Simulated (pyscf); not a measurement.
8 small inorganic steps of one kind (four-centre exchange, closed-shell): barrier in kJ/mol, from the separated reactants or the lowest minimum found. Structures and frequencies: ωB97X-D3(BJ)/def2-SVP in PySCF. Functionals in def2-TZVP; the last column is ωB97M-D3(BJ)/def2-TZVP. Rows were drawn at random from the steps of this kind and element class whose saddle was verified and whose references are stable.

```csv
step,PBE,M06-2X,PBE0-D3(BJ),ωB97M-D3(BJ)
HO–AsH–OH + H₂O -> HO–As(OH)–OH + H₂,144.0,174.0,163.7,174.1
HO–PH₂ + H₂O -> HO–PH–OH + H₂,200.6,242.5,224.8,236.9
HO–As(OH)–O–AsH₂ + H₂ -> HO–As(OH)–OH + AsH₃,181.1,223.4,196.9,213.0
HO–P(OH)–O–PH₂ + H₂ → HO–P(OH)–OH + PH₃,224.3,272.4,243.7,261.7
O=PH + PH₃ → O=P–PH₂ + H₂,52.6,96.2,64.6,102.7
HO–PH–O–PH₂ + H₂ -> HO–PH–OH + PH₃,203.7,251.6,223.9,241.3
H₂P–PH–PH₂ + H₂ → H₂P–PH₂ + PH₃,245.0,301.7,272.8,296.5
HO–AsH–O–AsH₂ + H₂ → HO–AsH–OH + AsH₃,167.6,210.1,183.3,199.1
```

Differences from the last column (kJ/mol): PBE: mean -38.3, median -36.9, mean size 38.3, lower in 8 of 8; M06-2X: mean +5.8, median +8.0, mean size 7.5, lower in 2 of 8; PBE0-D3(BJ): mean -18.9, median -16.7, mean size 18.9, lower in 8 of 8. PBE is closest for row 1 (30.1 kJ/mol apart) and farthest for row 7 (51.5 kJ/mol). PBE, r²SCAN and M06-2X carry no added dispersion term. The last column is a level with limits of its own. Each barrier is that of the saddle found. Elements up to Kr have no core potential and no relativistic terms here.
